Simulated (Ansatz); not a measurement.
**Pressure series in Sn**

Start from Sn in the diamond structure (space group Fd-3m, No. 227).

```
CELL_PARAMETERS angstrom
      0.00000     3.32790     3.32790
      3.32790     0.00000     3.32790
      3.32790     3.32790     0.00000
ATOMIC_POSITIONS crystal
  Sn 0.50000 0.50000 0.50000
  Sn 0.75000 0.75000 0.75000
```

Cell and atoms are relaxed at each pressure.

The values are results of PBE (Ansatz, a program for electronic structure), no SOC, earlier PAW set, not measurements.

```json
[
 {"pressure (GPa)": "-1", "volume per atom (Å³/atom)": "38.004"},
 {"pressure (GPa)": "0", "volume per atom (Å³/atom)": "36.856"},
 {"pressure (GPa)": "0.3", "volume per atom (Å³/atom)": "?"},
 {"pressure (GPa)": "0.7", "volume per atom (Å³/atom)": "36.179"},
 {"pressure (GPa)": "1.5", "volume per atom (Å³/atom)": "35.487"},
 {"pressure (GPa)": "3", "volume per atom (Å³/atom)": "34.340"},
 {"pressure (GPa)": "5", "volume per atom (Å³/atom)": "33.094"},
 {"pressure (GPa)": "7.5", "volume per atom (Å³/atom)": "31.814"},
 {"pressure (GPa)": "10", "volume per atom (Å³/atom)": "30.764"}
]
```

Problem. Fit the third-order Birch–Murnaghan form P(V) = (3B₀/2)[(V₀/V)^(7/3) − (V₀/V)^(5/3)]·[1 + (3/4)(B₀′ − 4)((V₀/V)^(2/3) − 1)] (squares taken in P) to the rows shown and predict the withheld row.

Solution. Least squares on the printed values gives V₀ = 36.867 Å³/atom, B₀ = 35.6 GPa, B₀′ = 4.8; this predicts 36.564 Å³/atom, and the run gives 36.560 Å³/atom, 0.004 lower.

Measured bulk modulus of Sn: 42.8 GPa (static lattice; corrected from measurement; as listed in Daniel Mejia-Rodriguez, S. B. Trickey, Phys. Rev. B (2018)); the computed value is 17 % below it.

Load acts through the strain it causes; cell and atoms are relaxed under it. No phonon test of stability was made. Tetrahedral semiconductors of this kind turn to denser phases somewhere between about 1 and 50 GPa; those were not computed, so compressed cells here can lie past the real transition.
